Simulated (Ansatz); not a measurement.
C₃H₃N₃: state-averaged CASSCF

Program: Ansatz, Gaussian basis, development build. State-averaged CASSCF with equal weights; occupations are averaged over the states; levels count from the state that is lowest in CASSCF. CASSCF levels without dynamic correlation can be off by over 1 eV. Solutions may break the symmetry of the shape. The lowest solution met needn't be the lowest there is, nor hold the orbitals that a chemist would pick.

Geometry:

```xyz
9

N     0.0000    0.0000    1.3778
C     0.0000    1.1233    0.6486
N     0.0000    1.1932   -0.6889
C     0.0000    0.0000   -1.2971
N     0.0000   -1.1932   -0.6889
C     0.0000   -1.1233    0.6486
H     0.0000    2.0651    1.1923
H     0.0000    0.0000   -2.3846
H     0.0000   -2.0651    1.1923
```

Basis cc-pVTZ, nonrelativistic, 6 orbitals frozen in the corrections; active space CAS(6,6). Averaged: 1 singlet, 1 triplet.

(1) Give the levels in order, with their spins.

Geometry:

```xyz
9

N     0.0022    0.0346    1.3678
N    -0.0069    1.2249    0.6930
N     0.0064    1.2329   -0.6309
C    -0.0058    0.0478   -1.3027
C    -0.0065   -1.1900   -0.6810
C     0.0028   -1.0998    0.6956
H     0.0011    0.1563   -2.3828
H    -0.0062   -2.1255   -1.2061
H    -0.0143   -2.0108    1.3196
```

Basis cc-pVTZ, nonrelativistic, 6 orbitals frozen in the corrections; active space CAS(6,6). Averaged: 1 singlet, 1 triplet.

(2) Give the levels in order, with their spins.

Results:

(1) 

| state | CASSCF (eV) |
| --- | --- |
| singlet | 0.000 |
| triplet | 4.289 |

Occupations: 1.93, 1.68, 1.68, 0.32, 0.32, 0.07.

(2) 

| state | CASSCF (eV) |
| --- | --- |
| singlet | 0.000 |
| triplet | 3.723 |

Occupations: 1.92, 1.81, 1.53, 0.48, 0.19, 0.07.
